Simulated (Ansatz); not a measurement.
Fluorite CeO₂, treated with PBE (Ansatz, a program for electronic structure, plane waves, PAW).

Settings: plane-wave cutoff 520 eV, 12×12×12 k mesh, Fermi–Dirac smearing 0.01 eV, no spin polarisation, scalar-relativistic PAW data made under PBE.

Cell (relaxed at this level):

```
CELL_PARAMETERS angstrom
      0.00000     2.73205     2.73205
      2.73205     0.00000     2.73205
      2.73205     2.73205     0.00000
ATOMIC_POSITIONS crystal
  Ce 0.00000 0.00000 0.00000
  O  0.25000 0.25000 0.25000
  O  0.75000 0.75000 0.75000
```

Problem. What does this level give for the Γ–Γ gap, smallest direct gap on the k points sampled and bulk modulus B0?

Solution. 
- Γ–Γ gap: 2.77 eV
- smallest direct gap on the k points sampled: 1.98 eV
- bulk modulus B0: 174 GPa

Measured, for comparison: bulk modulus 220 ± 9 GPa (room temperature, not corrected to a static lattice, our sources range from 220 to 230; as tabulated in High Pressure Brillouin Spectroscopy and X-ray Diffraction of Cerium Dioxide …). Computed (rounded) less measured: bulk modulus -21 % (-21 % to -24 % over the range).

Spin–orbit coupling is not included.

The computed numbers hold no vibrational or temperature effects.

Cost on a shared machine: roughly 40 core-seconds.
